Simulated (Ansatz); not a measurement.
The cluster P4⁺, relaxed as a quartet with UKS PBE-D4/def2-TZVP in Ansatz, starting from the PBE-D4/def2-TZVP geometry of the charge +1 doublet. Force threshold 0.02 eV/Å.

At PBE-D4/def2-TZVP a doublet of charge 1 lies 1.86 eV below the quartet, each at its own geometry. The structure comes from a short search, and lower isomers may exist.

Start:

Cartesian coordinates in Å:
```
P -0.506 0.128 -1.278
P 1.122 0.804 -0.004
P -0.715 0.432 1.099
P 0.099 -1.364 0.183
```

Problem. Estimate the energy that the relaxation releases and the steps that it takes.

Solution. 55.2 kcal/mol, in 8 steps; 10 s on 4 threads of Intel Xeon on a shared host. No frequencies were taken in this run, so the end may be a saddle point.

Problem. Does the start keep its bonding and symmetry?

Solution. Bonds lost: P1–P3 (atoms count from 1). Point group D2d at the start, C2v at the end, both within 0.05 Å.

Problem. Predict the relaxed structure.

Solution. 
```
atom   x (Å)   y (Å)   z (Å)
  P1  -0.279  -0.017  -1.733
  P2   0.886   0.779  -0.021
  P3  -0.574   0.409   1.608
  P4  -0.033  -1.171   0.146
```
Bond lengths: 5 × P–P 2.16 to 2.22 Å.
